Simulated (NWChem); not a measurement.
System: CH, doublet; SMILES [CH]

Program: NWChem. Pople sets run with spherical d functions. Spin-unrestricted. The state is orbitally degenerate and is run as one real component. The geometry was optimised at PBE0/def2-SVP, spin-unrestricted. No stability test was run on the SCF state. Level: PBE/6-31G* with SMD (1 M gas to 1 M solution), gas-phase geometry. Reactions with the solvent are ignored.

Problem. Predict the results for solvent benzene. Quantities: solvation free energy (kcal/mol); cavity-dispersion-structure term (kcal/mol); dipole in solution (D).

Solution. 
```yaml
solvation free energy (kcal/mol): 2.4
cavity-dispersion-structure term (kcal/mol): 4.3
dipole in solution (D): 1.60
```
